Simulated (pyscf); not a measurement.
H₃C–Ga(OH)–OH (SMILES [CH3][Ga]([OH])[OH]) + CH₃• (SMILES [CH3]) → H₃C–CH₃ (SMILES CC) + [HO–Ga–OH]• (SMILES [OH][Ga][OH]) (substitution at C; doublet surface; C–Ga broken, C–C formed). Single points on ωB97X-D3(BJ)/def2-SVP structures (PySCF, gas phase). Rate constants from transition-state theory, ωB97M-D3(BJ)/def2-TZVP energies (ideal gas, 1 atm, RRHO with modes under 100 cm⁻¹ raised to 100, one conformer, R ln 2 for chiral ones without a mode under 150 cm⁻¹; no tunnelling), k in cm³ molecule⁻¹ s⁻¹.

```csv
T (K),1000/T,log10 k
298,3.354,-37.16
600,1.667,-24.76
900,1.111,?
1200,0.833,-18.28
```

**Question.** Fit an Arrhenius line to the three values, give the activation energy, and predict k at 900 K.

**Answer.** Least squares gives log10 k = -12.16 − 7.47 × 1000/T, so Ea = 7.47 × ln 10 × 1.987 = 34.2 kcal/mol, against an electronic barrier of 30.0. At 900 K the line gives -20.46; the computed value is -20.50 (ΔG‡ = 61.2 kcal/mol), close to the line. This is the saddle that the search found; another between the same sides may lie lower. The angle at the attacked C is 174°. Elements up to Kr have no core potential and no relativistic terms here.
